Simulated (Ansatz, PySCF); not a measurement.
Species: C$_{2}$H$_{4}$Cl (charge 0, doublet). It need not be the lowest isomer of its formula. SMILES: [CH2]CCl
Structure (B3LYP-D3(BJ)/def2-TZVP (Ansatz, a quantum-chemistry and plane-wave program) minimum search):
```
C
H 1 1.0854
H 1 1.0854 2 110.78
C 1 1.4545 2 113.91 3 -129.98
H 4 1.0807 1 120.31 2 -31.97
H 4 1.0807 5 118.26 1 167.92
Cl 1 1.8760 2 103.74 3 110.75
```
Charge 0, spin multiplicity 2.


Wanted: enthalpy of formation at 298 K (from the atomisation energy, B3LYP-D3(BJ)/def2-TZVP harmonic zero-point and thermal terms from PySCF, and the atoms' enthalpies of formation in the G2/97 table; no spin-orbit terms, and no core term in the frozen-core levels), in eV. Cores are frozen in the correlated levels unless marked. UHF or UKS for open shells. No spin-orbit coupling. No relativistic terms. The coupled-cluster limit lacks core correlation, which all-electron functionals hold. CBS(X,Y): correlation extrapolated as X^-3; Hartree-Fock from the larger set. [CCSD(T)-MP2]/basis is that difference in the basis named.

```csv
level,program,enthalpy of formation at 298 K (eV)
HF-D3(BJ)/def2-TZVPD,PySCF + dftd3,6.26
BP86-D4/def2-TZVPD,PySCF + dftd4,0.03
```

Predict the RI-MP2/CBS(cc-pV(T+d)Z,cc-pV(Q+d)Z)+[CCSD(T)-MP2]/cc-pV(T+d)Z result (Ansatz).

1.00 eV, so BP86-D4/def2-TZVPD differs from it by -0.97 eV.
